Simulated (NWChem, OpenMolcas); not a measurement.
# How basis sets differ on BH2O (SMILES [BH]O)

BH2O: 4 atoms, total charge 0, spin state doublet. As SMILES, `[BH]O`. The shape is that of a PBE0-D4/def2-TZVP optimisation.

```
atom    x (Å)    y (Å)    z (Å)
   B  -0.0061  -0.4855   0.3883
   O   0.1197   0.5445  -0.4486
   H  -1.0642  -1.0324   0.5403
   H   1.0061   0.9132  -0.5003
```

Quantity: the dipole moment, in D. The values are calculated.

| level | kind | program | value (D) | CPU time |
| --- | --- | --- | --- | --- |
| UHF/STO-3G | Hartree–Fock | OpenMolcas | 1.72 | 2.6 s |
| UHF/3-21G | Hartree–Fock | OpenMolcas | 1.84 | 2.5 s |
| ROHF/cc-pVDZ | Hartree–Fock | OpenMolcas | 1.48 | 6.3 s |
| UHF/def2-SVP | Hartree–Fock | NWChem | 1.52 | 1.9 s |
| ROHF/aug-cc-pVDZ (RICD fitting) | Hartree–Fock | OpenMolcas | 1.30 | 4.2 s |
| ROHF/cc-pVTZ | Hartree–Fock | OpenMolcas | 1.37 | 11 s |
| UHF/cc-pVTZ | Hartree–Fock | OpenMolcas | 1.37 | 11 s |

The values span 1.30 to 1.84 D. Magnitudes only. Sets without polarisation functions give poor dipoles. Without the sets that lack polarisation functions the rows with a basis span only 1.30 to 1.52 D. CPU times are rough (shared hosts, several kinds of processor and program).
